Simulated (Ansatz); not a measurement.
Ansatz (a program for electronic structure) input (HF/6-31G*):

Ansatz 0.2 input:
```yaml
crystal:
  periodic: [false, false, false]
  atoms:
    - {symbol: O, position_ang: [-1.03285892, -0.38768785, -0.00066308]}
    - {symbol: C, position_ang: [-0.01376368, 0.43696554, 0.00453122]}
    - {symbol: O, position_ang: [1.13324353, 0.22144648, -0.00136645]}
    - {symbol: H, position_ang: [-0.72049474, -1.29186222, -0.01095108]}
basis:
  gaussian:
    orbitals: 6-31G*
hamiltonian:
  xc: {name: HF}
magnetization: {spin_polarized: true, initial_magnetization: 1}
phonons: {temperatures: {t_min: 298.15, t_max: 298.15, t_step: 100}}
```

### Question
Which harmonic wavenumbers does it give?

### Answer
634, 666, 1237, 1428, 2081, 3967 cm⁻¹ (unscaled; negative means imaginary).
